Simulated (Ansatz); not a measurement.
# O2 (charge -1): geometry optimisation, by script

What geometry does O2 (charge -1) take? A script is to give a geometry optimisation; the system is O2 (charge -1).

Program: Ansatz 0.2.0 through its Python package. Level of theory: B3LYP/def2-SVP. These are calculated values, not measurements.

**1. The system**

Bond lengths: O1–O2 1.316 Å.

No structure file is read: the coordinates are typed or built in the script.

**2. Script**

The input, o2_opt.py:

```python
"""Relax the O2(-) molecule."""

import itertools

import ansatz as az
from ase.data import atomic_numbers, covalent_radii
import numpy as np
import pandas as pd

system = (
    az.Crystal.molecule()
    .atom("O", [0.658, 0.0, 0.0])
    .atom("O", [-0.658, 0.0, 0.0])
)

base = (
    system.calculation()
    .basis(gaussian="def2-SVP")
    .functional("B3LYP")
    .charge(-1)
    .spin("collinear", total=1)
    .scf(lower_state_search="light")
)
symbols = [site.symbol for site in system.cartesian_sites]
start = np.array([site.position_ang for site in system.cartesian_sites], dtype=float)
def progress(event):
    if event["event"] == "relax_step":
        row = event["data"]
        print(f"step {row['step']:3d}  E = {row['lagrangian_ev']:.6f} eV  largest force component {row['allowed_force_max_ev_ang']:.4f} eV/A")


rep = base.relax(force_tolerance=0.005).session().plan().execute(on_event=progress).report
end = np.array(rep["positions_ang"])

for key in ("converged", "free_energy_ev", "reference_energy_ev", "n_frozen", "n_occupied", "n_virtual"):
    print(f"{key:22s} {rep[key]}")

# pairs closer than 1.2 times the sum of covalent radii, before or after
radius = [covalent_radii[atomic_numbers[s]] for s in symbols]
span = lambda where, i, j: np.linalg.norm(where[i] - where[j])
bonded = [(i, j) for i, j in itertools.combinations(range(len(symbols)), 2) if min(span(start, i, j), span(end, i, j)) < 1.2 * (radius[i] + radius[j])]
print("pair        before    after (A)")
for i, j in bonded:
    print(f"{symbols[i]}{i}-{symbols[j]}{j}".ljust(10), f"{span(start, i, j):8.4f} {span(end, i, j):8.4f}")

charges = rep["charge_distribution"]
table = pd.DataFrame({"atom": symbols, "mulliken": charges["mulliken_charges_e"], "lowdin": charges["lowdin_charges_e"]})
print(table.round(3).to_string())
print("dipole (e A):", np.round(charges["dipole_moment_e_ang"], 4) + 0.0)
with open("o2_opt.xyz", "w") as handle:
    handle.write(f"{len(symbols)}\nrelaxed O2(-)\n")
    handle.writelines(f"{s:2s} {x:11.6f} {y:11.6f} {z:11.6f}\n" for s, (x, y, z) in zip(symbols, end))
```

**3. Launch**

Run with:

```console
> python o2_opt.py
```

Without the output at hand: what should come out? Wanted: total energy; <S²> of the mean field; moves of the relaxation; energy gained; last largest force component.

The runs gave:

| quantity | value |
| --- | --- |
| total energy | -4086.6559 eV |
| <S²> of the mean field (pure state) | 0.753 (0.75) |
| moves of the relaxation | 3 |
| energy gained | 0.012 eV |
| last largest force component | 0.0003 eV/Å |

In words: After 3 moves the largest shift is 0.011 Å. Caveats:
- The end point is the stationary point reached from this start; no frequency run checks that it is a minimum, and the basis set is modest.
- The run takes the species as open-shell (spin multiplicity 2), which needn't be its ground state.
- The Löwdin charges here are taken after orthogonalising the functions within each atom; they differ from plain Löwdin charges, and their signs can be unphysical.
- An ion's dipole depends on the origin; the program takes it about the centre of nuclear charge.
- b3lyp holds the VWN-RPA fit, as in Gaussian; the form of ORCA and Turbomole is b3lyp5.
- Anions want diffuse functions, which this basis lacks. The dipole of an ion depends on the origin.
